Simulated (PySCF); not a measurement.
hydrazine cation (H4N2), SMILES NN (connectivity only; charge and spin as stated), charge +1, multiplicity 2. Atoms are numbered in the order given.

```xyz
6

N      0.0000     0.0000    -0.6525
N      0.0000     0.0000     0.6525
H      0.0000    -0.8820    -1.1506
H      0.0000     0.8820    -1.1506
H      0.0000     0.8820     1.1506
H      0.0000    -0.8820     1.1506
```
Charge +1, spin multiplicity 2.

The structure is a stationary point at ωB97X-D3(BJ)/def2-TZVP. The multiplicity is an assumed one; other spin states were not compared.

Level of theory: PBE0/pcH-1 (PySCF).

Unrestricted Kohn–Sham, ⟨S²⟩ = 0.754. Hyperfine tensors hold the contact and dipolar terms, without spin-orbit corrections.

Computed hyperfine couplings:
```tsv
nucleus	A(iso) (MHz)	A(iso) (G)	dipolar principal values (MHz)
14N no. 1	22.6	8.1	-29.0, -28.8, 57.7
14N no. 2	22.6	8.1	-29.0, -28.8, 57.7
1H no. 3	-46.6	-16.6	-33.5, -8.5, 42.0
1H no. 4	-46.6	-16.6	-33.5, -8.5, 42.0
1H no. 5	-46.6	-16.6	-33.5, -8.5, 42.0
1H no. 6	-46.6	-16.6	-33.5, -8.5, 42.0
```

And the g tensor (effective nuclear charges for spin-orbit coupling, GIAO)? (The exact figures need the calculation; the answer reports its results.)

principal values 2.0021, 2.0038, 2.0045; isotropic 2.0035.
